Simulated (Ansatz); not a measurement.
System: solid chlorine. Method: r²SCAN+rVV10 (Ansatz, a first-principles code, plane waves, PAW).

Settings: plane-wave cutoff 560 eV, 10×10×4 k mesh (along the axes of the cell as run), Fermi–Dirac smearing 0.01 eV, scalar-relativistic PAW data made under PBE.

Computed at the level's own relaxed cell.

```yaml
crystal:
  lattice:
    - [2.01059, -3.12336, 0.00000]
    - [2.01059, 3.12336, 0.00000]
    - [0.00000, 0.00000, 8.13971]
  atoms:
    - { symbol: Cl, position: [0.87540, 0.87540, 0.89255] }
    - { symbol: Cl, position: [0.62460, 0.62460, 0.39255] }
    - { symbol: Cl, position: [0.37540, 0.37540, 0.60745] }
    - { symbol: Cl, position: [0.12460, 0.12460, 0.10745] }
```

Question: List the 16 lowest band energies at Γ above −25 eV (eV, relative to the valence band maximum), grouping those that round alike.

Answer: At Γ: -17.67, -17.31, -13.63, -12.61, -6.01, -4.47, -2.71, -2.61, -2.37, -2.25, -0.98, -0.44, -0.11, 0.00, 2.57, 3.55.
